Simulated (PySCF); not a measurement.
**Level of theory and adiabatic energies of losing or gaining an electron: hydroperoxo**

Structure: `[O]O` (HO2•). The parent is a doublet.

All levels share the PBE0-D3(BJ)/ma-def2-SVP structures and the PBE0-D3(BJ)/ma-def2-SVP thermal terms; only the single-point energies (PySCF) change. Values are adiabatic energies of losing or gaining an electron (0 K, eV).

Measured (NIST Chemistry WebBook): adiabatic ionisation energy 11.35 eV; adiabatic electron affinity 1.08 eV.

```csv
level,ionisation energy to the triplet cation,ionisation energy to the singlet cation,time
HF/aug-cc-pVTZ,10.28,11.84,5.6 s
PBE0-D3(BJ)/ma-def2-TZVP,11.17,11.91,–
MP2/aug-cc-pVTZ,11.24,11.39,35 s
CCSD(T)/aug-cc-pVTZ,11.29,11.57,26 min
```

Times are wall times for all single points of a level on 1 thread of Arm Neoverse V1, a shared host; the dash marks the run that also made the structures.

Hartree-Fock leaves out electron correlation, so its ionisation energies and electron affinities from energy differences come out too low, often by 1 eV or more.

The widest spread is that of ionisation energy to the triplet cation: 1.01 eV, from 10.28 to 11.29.

Known limits: the singlet was run as a closed shell, which can place it too high against the triplet, even in the wrong order.
